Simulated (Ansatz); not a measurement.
# Al₂NH (singlet): wave-function methods side by side at a displaced geometry (v1), cc-pVDZ

The task here is to estimate one member of a computed series from the others.

Program: Ansatz 0.2.0, Gaussian basis. Level of theory: cc-pVDZ, core rule «outside noble gas», up to 11 orbitals frozen. These are calculated values, not measurements.

The runs, in order: UHF; CCSD(T) on RHF; CCSD(T) on UHF; BCCD(T) on RHF; CISD; CCSDT(Q) on RHF; CCSDT(Q) on UHF; CASSCF and MRCISD+Q, 8 electrons in 8 orbitals; CASSCF and NEVPT2, 8 electrons in 8 orbitals.

18 further runs of the same task are left out: 11 that didn't finish, 7 set aside as unsound or not needed.

## The system

The geometry is a PBE0/def2-TZVP stationary point (not a proven minimum) with its atoms shifted at random (size 0.040 Å).

4 atoms, charge 0, spin multiplicity 1.

Atoms are counted from 1 here; the program's logs count them from 0.

Bond lengths: Al2–N3 1.596 Å, N3–H4 1.037 Å. Angles: Al2–N3–H4 170.7°.

Set-up of the first run:

in.yaml

```yaml
crystal:
  periodic: [false, false, false]
  atoms:
    - {symbol: Al, position_ang: [0.002337, -0.001845, -3.108379]}
    - {symbol: Al, position_ang: [0.001504, -0.017987, -0.370134]}
    - {symbol: N, position_ang: [0.049468, 0.041323, 1.224348]}
    - {symbol: H, position_ang: [-0.053309, -0.021491, 2.254165]}
basis:
  gaussian: {orbitals: cc-pVDZ}
magnetization: {spin_polarized: true, initial_magnetization: 0}
hamiltonian: {xc: hf}
output: {orbitals: {seedname: orbitals}}
```

The run is started by

```console
ansatz run in.yaml --threads 1 --pin off --events-out ev --progress --plain --max-ram 2393MiB
```

Steps of the session up to this table: UHF; CCSD(T) on RHF; CCSD(T) on UHF; BCCD(T) on RHF; CISD; CCSDT(Q) on RHF; CCSDT(Q) on UHF; CASSCF and MRCISD+Q, 8 electrons in 8 orbitals; CASSCF and NEVPT2, 8 electrons in 8 orbitals.

One of the session's tables, all rows but one given; the rest of the session is left out.

It belongs to the step «Misses and costs». 

| method | from RCCSDT(Q) (meV) |
| --- | --- |
| RHF | +8787.2 |
| UHF | +8759.8 |
| RMP2 | +1176.4 |
| UMP2 | +1355.7 |
| CISD | +1495.2 |
| RCCSD | +502.5 |
| UCCSD | +509.4 |
| RCCSD(T) | +100.1 |
| UCCSD(T) | +105.5 |
| BCCD(T) | +102.5 |
| RCCSDT | +65.4 |
| UCCSDT | +65.8 |
| RCCSDT(Q) | 0 |
| UCCSDT(Q) | -2.5 |
| CASSCF frontier | +5129.2 |
| NEVPT2 frontier | +1616.3 |
| MRCISD frontier | ? |
| MRCISD+Q frontier | +139.2 |

Q: Estimate the row for MRCISD frontier from the others.

The run gave: from RCCSDT(Q) (meV): +657.0. In the column «from RCCSDT(Q) (meV)» it lies between UCCSD (+509.4) and RMP2 (+1176.4).

To keep in mind: Warnings: restricted reference is unstable; spin contamination; large T1 diagnostic. Restricted and unrestricted rows rest on different reference determinants; where their highest levels disagree by more than a few hundredths of an eV, they describe different states and don't form one ladder.
